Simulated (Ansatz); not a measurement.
α-quartz (SiO2), treated with r²SCAN in Ansatz (PAW).

Settings: plane-wave cutoff 600 eV, 6×6×4 k mesh (along the axes of the cell as run), scalar-relativistic PAW data made under PBE.

Computed at the level's own relaxed cell.

Hill averages of the elastic tensor: K = 37.9 GPa, G = 44.2 GPa. Volume 12.621 Å³/atom, mean atomic mass 20.028 u.

Task: Work out the density, the sound velocities of a polycrystal and the elastic Debye temperature at this level.

Result: ρ = 1.66054 × 20.028/12.621 = 2.635 g/cm³. v_l = √[(K + 4G/3)/ρ] = 6.062 km/s and v_t = √(G/ρ) = 4.096 km/s. The mean follows from 3/v_m³ = 1/v_l³ + 2/v_t³: v_m = 4.470 km/s. Θ_D = (ħ/k_B) v_m (6π²/V)^(1/3) = 76.38 K Å s/km × 4.470 × 1.6741 Å⁻¹ = 572 K, counting all atoms of the cell.

Ansatz is a program for electronic structure.
